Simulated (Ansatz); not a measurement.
**CCSD(T) against full CI for several species**

Each species is computed at the geometry given (Å), with frozen cores, in Ansatz 0.2.0: RHF-CCSD(T) for singlets, UHF-CCSD(T) otherwise, and full CI in the same basis. The program picks the determinant by a search with trial CCSD, so it needn't be the lowest Hartree–Fock solution. States: MgH3⁺ triplet A, HMgLi singlet Σ⁺, HMgSi quartet Σ⁻ or Δ. Cases whose determinant has another symmetry than full CI's state, or lies over 0.5 eV above the lowest of its kind, whose (Q) step broke down or whose higher cluster runs on it stay over 0.1 eV above full CI weren't drawn.

Task: Judging by size, spin and bonding and the diagnostics given, rank them by the size of CCSD(T)'s error in total energy against full CI in the same basis, smallest first (an estimate).
A. HMgSi, quartet, 6-31G: Si 0.000 0.000 2.310; Mg 0.000 0.000 -0.300; H 0.000 0.000 -2.010. T1 0.023, (T) -25 meV in a correlation energy of -1.42 eV
B. HMgLi, singlet, cc-pVTZ: Li 0.000 0.000 2.631; Mg 0.000 0.000 -0.442; H 0.000 0.000 -2.189. T1 0.012, (T) -26 meV in a correlation energy of -1.95 eV
C. MgH₃⁺, triplet, cc-pVTZ: Mg 0.000 0.000 0.003; H 1.878 0.000 -0.002; H -0.906 1.662 -0.055; H -0.981 -1.655 -0.022. T1 0.047, (T) -11 meV in a correlation energy of -1.21 eV

Result: C (3.8 meV), B (9.1 meV), A (14.9 meV).

| species | basis | correlated electrons | CCSD(T) − full CI (meV) | CCSDT(Q) − full CI (meV) | unpaired electrons (full CI) | T1 | ⟨S²⟩ of the determinant |
| --- | --- | --- | --- | --- | --- | --- | --- |
| MgH3⁺, triplet | cc-pVTZ | 4 | -3.8 | -9.6 | 2.07 | 0.047 | 2.20 |
| HMgLi, singlet | cc-pVTZ | 4 | 9.1 | 0.3 | 0.11 | 0.012 | 0.00 |
| HMgSi, quartet | 6-31G | 7 | 14.9 | 0.1 | 3.02 | 0.023 | 3.75 |

Unpaired electrons are Σ n²(2−n)² over natural occupations; an open shell counts its own unpaired electrons too. Frozen cores follow each run's orbitals, which moves totals by a few meV. For MgH3⁺, triplet CCSDT(Q) lies farther off than CCSD(T), so the series isn't closing smoothly there.
